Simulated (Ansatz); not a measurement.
2H WSe2

Calculation: PBE0+SOC (plane waves, PAW; Ansatz, an electronic-structure program).

Run with plane-wave cutoff 460 eV, 9×9×2 k mesh (along the axes of the cell as run), Fermi–Dirac smearing 0.01 eV, PAW data made under PBE.

Cell: measured lattice: a = 3.2820 Å, b = 3.2820 Å, c = 12.9600 Å, α = 90.00°, β = 90.00°, γ = 120.00°.

```yaml
band_gap: 1.97 eV (indirect)
smallest_direct_gap_on_the_k_points_sampled: 2.38 eV
"Γ–Γ gap": 3.71 eV
```

Note: cell and atoms aren't relaxed at this level (largest force component 0.26 eV/Å, pressure 0.2 GPa).

Computed values are for the static lattice.
